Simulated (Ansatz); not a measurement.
# Property card for NaAu2

Theory: Ansatz, DFT r2SCAN, scalar-relativistic, plane waves, PAW.

Cutoff 500 eV; k points 8×8×8 on the computed 6-atom cell (Γ-centred); Gaussian smearing, width 0.10 eV; no spin polarisation.

The structure is relaxed at this level of theory with its symmetry kept. Whether it is the stable form of this composition wasn't checked.

```
Na Au
1.0
     0.00000    3.92537    3.92537
     3.92537    0.00000    3.92537
     3.92537    3.92537    0.00000
Na Au
2 4
Direct
  0.50000 0.50000 0.50000
  0.75000 0.75000 0.75000
  0.12500 0.12500 0.12500
  0.62500 0.12500 0.12500
  0.12500 0.12500 0.62500
  0.12500 0.62500 0.12500
```

- Space group: Fd-3m (No. 227)
- Volume per atom: 20.16 Å³
- Formation energy from the elements' standard states (uncorrected): -0.388 eV/atom
- Generalised Kohn–Sham band gap: none (metal)
- Density of states at the Fermi level: 1.50 states/eV per cell
- Löwdin character within 0.5 eV of the Fermi level: Au 6s 35 %, Na 3s 23 %, Au 5d 21 %, unprojected 22 %
- Bulk modulus: 83 GPa
- Its pressure derivative: 5.5
- Bader charges (e): Na (2 in the cell) 0.82, Au (4 in the cell) -0.41

Spin-orbit coupling is left out, which matters for the bands of heavy elements.